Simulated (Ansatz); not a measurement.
**How far each method lies from UCCSDTQ for CF, quartet**

Geometry: a PBE0/def2-TZVP stationary point for this spin. The doublet lies 3.4 eV lower here.

```xyz
2

C     0.0000    0.0000    0.0000
F     0.0000    0.0000    1.3159
```

Basis cc-pVDZ; Ansatz 0.2.0. Only valence electrons are correlated (noble-gas cores frozen), which leaves 11 electrons in 26 orbitals. R marks a restricted (for open shells ROHF) determinant, U an unrestricted one. Active spaces: valence = (11e, 8o) chosen from the atoms' valence shells.

Full CI isn't at hand for all of this; UCCSDTQ serves as the reference, and is uncertain by about the last step of the cluster series. The frozen core follows each run's orbitals, which can shift R against U totals by a few meV.

For open shells CISD is restricted-active-space CI with the open shells as a complete middle space.

- UHF ⟨S²⟩: 3.755
- T1 diagnostic (RCCSD): 0.0222
- largest doubles amplitude (RCCSD): 0.036
- T1 diagnostic (UCCSD): 0.0186

Q: From what is known of these methods and the diagnostics, rank them by the size of their error in total energy against UCCSDTQ in cc-pVDZ, smallest first (an estimate: the text doesn't fix the numbers).
A. RCCSDT
B. UCCSD
C. MRCISD (valence space)
D. UHF
E. MRCISD+Q (valence space)

A: A (1.2 kJ/mol), E (5.3 kJ/mol), B (14.1 kJ/mol), C (30.9 kJ/mol), D (665.5 kJ/mol).

All errors are against UCCSDTQ in cc-pVDZ. Within each family the higher level lies nearer, as is usual though not guaranteed.

Natural occupations of CASSCF (valence space) about the gap: 1.996 1.974 1.004 1.004 1.002 0.026; effectively unpaired electrons, Σ n²(2−n)², 3.01.
